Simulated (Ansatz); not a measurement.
Relaxation of H3O2 (5 atoms, charge 0, multiplicity 2), to a largest force component of 0.03 eV/Å in at most 50 steps.

Method: Ansatz 0.2.0, UKS r2SCAN-D4/def2-SVP.

```xyz
5
Properties=species:S:1:pos:R:3
H -0.364 -0.578 0.321
H 0.577 -1.584 1.657
O -0.734 -0.090 -0.434
O 0.024 1.140 -0.348
H 0.498 1.111 -1.196
```

Problem. Where does it end, and by what steps?

Solution. The run converged. After 34 steps the energy has fallen by 0.985 eV; H5 moved furthest, 1.13 Å. Parted: H1–O3. Joined: H1–H2.

| step | energy less start (eV) | largest force component (eV/Å) | accepted |
| --- | --- | --- | --- |
| 0 | 0.0000 | 0.128 | yes |
| 2 | -0.0112 | 0.185 | yes |
| 4 | -0.0212 | 0.609 | no |
| 6 | -0.0363 | 0.040 | yes |
| 8 | -0.0409 | 0.215 | yes |
| 10 | -0.0606 | 0.394 | yes |
| 12 | -0.3324 | 1.341 | yes |
| 14 | -0.7954 | 0.576 | yes |
| 16 | -0.8958 | 0.495 | yes |
| 18 | -0.7680 | 2.328 | no |
| 20 | -0.9051 | 0.933 | no |
| 22 | -0.9203 | 0.161 | yes |
| 24 | -0.9327 | 0.134 | yes |
| 26 | -0.9132 | 1.080 | no |
| 28 | -0.9493 | 0.312 | yes |
| 30 | -0.9766 | 0.382 | yes |
| 32 | -0.9801 | 0.245 | yes |
| 34 | -0.9846 | 0.029 | yes |

```xyz
5
Properties=species:S:1:pos:R:3
H -0.035 -0.973 0.745
H 0.692 -1.013 0.974
O -1.199 0.432 -0.677
O -0.038 1.034 -0.808
H 0.581 0.521 -0.234
```

The run took 63 s on 1 CPU thread of a shared host.
